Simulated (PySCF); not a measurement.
Bond curve of NaMg⁻

Set-up: PySCF, spin-free X2C with a Gaussian nucleus, basis sets Na aug-cc-pVDZ-DK, Mg aug-cc-pVDZ-DK. Energies in eV from Na⁻ + Mg in their ground configurations at the same level. State: ¹Σ⁺ (singlet), closed shell.

All columns are CAM-B3LYP. A positive dipole points towards Mg; it is taken about the centre of mass and depends on that origin.

```json
{"R (Å)": "3.225", "E (eV)": "-0.083", "μ (D)": "3.32", "Mulliken charge on Na (basis-dependent)": "-0.77", "HOMO (eV)": "-0.13", "LUMO (eV)": "1.81", "Mayer bond order": "0.58", "⟨S²⟩": "0.00"}
{"R (Å)": "3.375", "E (eV)": "-0.123", "μ (D)": "3.68", "Mulliken charge on Na (basis-dependent)": "-0.79", "HOMO (eV)": "-0.15", "LUMO (eV)": "1.82", "Mayer bond order": "0.51", "⟨S²⟩": "0.00"}
{"R (Å)": "3.525", "E (eV)": "-0.146", "μ (D)": "4.07", "Mulliken charge on Na (basis-dependent)": "-0.79", "HOMO (eV)": "-0.17", "LUMO (eV)": "1.82", "Mayer bond order": "0.47", "⟨S²⟩": "0.00"}
{"R (Å)": "3.638", "E (eV)": "-0.157", "μ (D)": "4.38", "Mulliken charge on Na (basis-dependent)": "-0.78", "HOMO (eV)": "-0.18", "LUMO (eV)": "1.82", "Mayer bond order": "0.45", "⟨S²⟩": "0.00"}
{"R (Å)": "3.750", "E (eV)": "-0.162", "μ (D)": "4.71", "Mulliken charge on Na (basis-dependent)": "-0.78", "HOMO (eV)": "-0.19", "LUMO (eV)": "1.82", "Mayer bond order": "0.44", "⟨S²⟩": "0.00"}
{"R (Å)": "3.862", "E (eV)": "-0.165", "μ (D)": "5.04", "Mulliken charge on Na (basis-dependent)": "-0.78", "HOMO (eV)": "-0.20", "LUMO (eV)": "1.82", "Mayer bond order": "0.43", "⟨S²⟩": "0.00"}
{"R (Å)": "4.013", "E (eV)": "-0.163", "μ (D)": "5.50", "Mulliken charge on Na (basis-dependent)": "-0.78", "HOMO (eV)": "-0.21", "LUMO (eV)": "1.81", "Mayer bond order": "0.41", "⟨S²⟩": "0.00"}
{"R (Å)": "4.200", "E (eV)": "-0.158", "μ (D)": "6.09", "Mulliken charge on Na (basis-dependent)": "-0.78", "HOMO (eV)": "-0.21", "LUMO (eV)": "1.80", "Mayer bond order": "0.39", "⟨S²⟩": "0.00"}
{"R (Å)": "4.425", "E (eV)": "-0.147", "μ (D)": "6.82", "Mulliken charge on Na (basis-dependent)": "-0.79", "HOMO (eV)": "-0.22", "LUMO (eV)": "1.78", "Mayer bond order": "0.37", "⟨S²⟩": "0.00"}
{"R (Å)": "4.725", "E (eV)": "-0.131", "μ (D)": "7.81", "Mulliken charge on Na (basis-dependent)": "-0.81", "HOMO (eV)": "-0.22", "LUMO (eV)": "1.76", "Mayer bond order": "0.34", "⟨S²⟩": "0.00"}
```

A fit through these points gives, at Re = 3.894 Å, μ = 5.14 D and dμ/dR = 3.04 D/Å; the reduced mass is 11.74 u.

How strong is the fundamental in the double-harmonic approximation, I = 42.26·(dμ/dR)²/μred km/mol?

I = 42.26·(3.04)²/11.74 = 33.3 km/mol at CAM-B3LYP.

Closed-shell solutions of metal pairs were not tested for spin polarisation, which can lower them a little. The bond is weak. Basis-set superposition, not corrected here, can be much of De in a small basis, most of all at correlated wavefunction levels. For an ion De counts to the pair picked by the measured ionisation energies or electron affinities, which need not be the lowest pair at this level.
